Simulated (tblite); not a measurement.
Compound: C₄H₉P.
Atom-mapped SMILES: `[CH3:1][C@@H:2]1[CH2:3][P:4]1[CH3:5]` (hydrogens: H6, H7, H8 on C1; H9 on C2; H10, H11 on C3; H12, H13, H14 on C5)

All values are computed: GFN2-xTB (tblite) harmonic vibrations without scaling, gas phase. Errors from tens to a few hundred cm⁻¹ against measured bands are possible.

Harmonic wavenumbers (cm⁻¹): 97.8, 179.3, 195.0, 229.6, 306.2, 405.8, 653.8, 682.6, 725.3, 793.3, 859.4, 884.3, 913.4, 953.5, 989.4, 998.5, 1078.8, 1152.3, 1175.3, 1318.1, 1322.6, 1409.9, 1417.5, 1444.6, 1464.6, 1490.4, 1494.4, 2992.3, 2995.1, 3003.5, 3007.4, 3013.5, 3024.8, 3030.7, 3044.8, 3061.2.

A = 7884, B = 2631, C = 2528 MHz; mass 88.044 u (most abundant isotopes); point group C1, symmetry number 1.

Zero-point energy?

Half the sum of the wavenumbers: 25904 cm⁻¹ = 309.89 kJ/mol.

Give the ideal-gas entropy at 298.15 K and 1 bar in the rigid-rotor, harmonic-oscillator model (classical rotation).

Translation 164.70, rotation 109.70, vibration 60.47: S = 334.9 J/(mol K).

And Cp and H(298.15 K) − H(0)?

Cp = 109.14 J/(mol K), of which vibrations give 75.88 (their classical limit is 36 R = 299.3); H(298.15 K) − H(0) = 20.37 kJ/mol without the zero-point energy, 10.46 from vibrations.

What must be added to the electronic energy to get the Gibbs energy at 298.15 K and 1 bar?

ZPE + [H(298.15 K) − H(0)] − T·S = 309.89 + 20.37 − 99.84 = 230.42 kJ/mol.

Which modes carry the vibrational entropy at 298.15 K?

97.8 cm⁻¹: 14.63; 179.3 cm⁻¹: 9.77; 195.0 cm⁻¹: 9.12; 229.6 cm⁻¹: 7.87; 306.2 cm⁻¹: 5.79; 405.8 cm⁻¹: 3.94 J/(mol K); the other 30 give 9.35 together.

Blend soft modes into free rotors: weight 1/[1 + (100 cm⁻¹/ν̃)⁴] for the oscillator and the rest for a rotor with moment μB/(μ + B), μ = h/(8π²ν), B = 10⁻⁴⁴ kg m². What vibrational entropy results?

59.15 J/(mol K) in place of 60.47, which changes −T·S at 298.15 K by +0.39 kJ/mol.

Hindered rotation and anharmonicity are outside this model. The structure is chiral; the term R ln 2 for an equal mix with its mirror image is left out.
